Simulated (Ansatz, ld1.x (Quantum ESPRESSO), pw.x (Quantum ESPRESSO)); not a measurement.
**carbon (C): one change to the RRKJ potential, in the atom and in the bcc crystal**

ld1.x (Quantum ESPRESSO) 7.5 input, shortened:

```
&input
   title='C', zed=6., rel=1, dft='PBESOL', iswitch=3,
   config='[He] 2s1.75 2p2.25 3d-2'
 /
 &inputp
   pseudotype=2, tm=.false., rho0=0.001, lloc=0,
   nlcc=.true., rcore=1.10
 /
3
2P  2  1   2.25   0.00  2.95  2.95  0.0
3D  3  2  -2.00   0.20  2.25  2.25  0.0
2S  1  0   1.75   0.00  1.35  1.35  0.0
 &test
   configts(1)='2s1.75 2p2.25'
 /
```

Change: wave 2s (bound): rc 1.35 bohr becomes 2s (bound): rc 1.16 bohr.

Cutoffs, loose and tight: the cutoffs (Ry, on a coarse ladder) from which the occupation-weighted sum of valence levels, in a spherical-Bessel basis at the reference potential, stays within 10 and 1 mRy of its value at 400 Ry. They do not see the model core or the augmentation charge, which bear on the density cutoff. Test errors are all-electron minus pseudo excitation energies from the reference, over the configurations 2s2 2p2; 2s2 2p1; 2s2 2p0; 2s2 2p1.5; 2s2 2p2.3; 2s0 2p4; 2s1 2p3; variants that change the core or the reference have their own tests.

Crystal test: bcc C in pw.x 7.5, no spin, 18³ k-points, Fermi–Dirac smearing 0.01 Ry, cutoffs set for each file from its atomic test. The reference is all-electron LAPW (Ansatz 0.2.0) with the same functional, mesh and smearing; V0 and B0 come from Birch–Murnaghan fits to the pressures at five volumes. Errors are pseudo minus all-electron; Δ is the rms difference of the E(V) curves that follow from these fits, minima aligned, over ±6 % about the mean V0. Mesh and smearing are coarse, so the numbers serve the comparison and aren't converged zero-temperature values; the lattice is a test structure that the element need not adopt.

All-electron: a0 = 2.344 Å (V0 = 6.44 Å³/atom), B0 = 211.3 GPa.

Does the change bring the crystal closer to the all-electron result?

The mean pressure error goes from -6.92 to -6.27 GPa, a small move against the size of the error.

```csv
quantity,base,changed
outcome (atom),generated,generated
"cutoff, loose (atom)",30 Ry,35 Ry
"cutoff, tight (atom)",70 Ry,90 Ry
bound ghosts (atom),none,none
largest test error (meV) (atom),+230 over the solved tests; 1 of 7 tests not solved or not reliable,+228 over the solved tests; 1 of 7 tests not solved or not reliable
cutoffs in pw.x (Ry),85/340,110/440
a0 (Å),2.316,2.320
a0 error (%),-1.19,-1.03
B0 error (%),-37.6,-37.4
Δ (meV/atom),9.7,8.5
mean pressure error (GPa),-6.92,-6.27
```

Base: The largest radius (2.95 bohr) exceeds half the bond length (1.91 bohr), so the spheres overlap, which is one possible source of error among others. This is a poor potential for the solid. Atomic configuration tests: 1 of 7 tests not solved or not reliable. Changed file: The largest radius (2.95 bohr) exceeds half the bond length (1.91 bohr), so the spheres overlap, which is one possible source of error among others. This is a poor potential for the solid. Atomic configuration tests: 1 of 7 tests not solved or not reliable. The atomic cutoffs weigh occupied waves only.
